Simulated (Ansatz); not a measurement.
Energy needed to pull apart C2H4 (SMILES C=C), singlet, into free ground-state atoms, from the structure below (displaced at random from a GFN2-xTB minimum); no zero-point or spin–orbit terms; open-shell atoms are treated unrestricted, in their ground-state multiplicity.

```
6
angstrom
C -0.0797 -0.6334 -0.1500
C 0.0937 0.6400 0.1203
H 0.0173 -1.4068 0.6030
H -0.3453 -0.9712 -1.1317
H -0.0492 1.4202 -0.6082
H 0.3683 0.9828 1.1051
```

Computed with Ansatz 0.2.0 (basis: def2-TZVPP); correlated methods freeze the cores.

| method | atomization energy (kJ/mol) |
| --- | --- |
| PBE-D4 | ? |
| r2SCAN-D4 | 2355 |
| PBE0-D4 | 2362 |
| r2SCANh-D4 | 2344 |
| wB97X-V | ? |
| wB97M-V | 2359 |
| HF | 1792 |
| MP2 | 2320 |
| CCSD | 2277 |
| CCSD(T) | 2305 |

(1) What does wB97X-V give? (Judge from chemistry; the value comes from the calculation.)

(2) What does PBE-D4 give? (To be estimated.)

No T1 diagnostic of these runs exceeds 0.011.

Answers

(1) Computed: 2348 kJ/mol, which is about 43 kJ/mol more than CCSD(T)/def2-TZVPP.

(2) Computed: 2395 kJ/mol, which is about 90 kJ/mol more than CCSD(T)/def2-TZVPP.

In triple zeta the MP2 and coupled-cluster atomization energies are still short of their basis limit by a few kcal/mol a bond, whereas those of the functionals are nearly converged, so these differences are not deviations from converged CCSD(T).

For scale, one of the runs: CCSD(T)/def2-TZVPP forces, 118 basis functions (an equivalent command: `ansatz run in.yaml --threads 4`). Hardware: 4 CPU threads, shared host. Wall time 7.5 s; peak host memory 0.97 GiB.
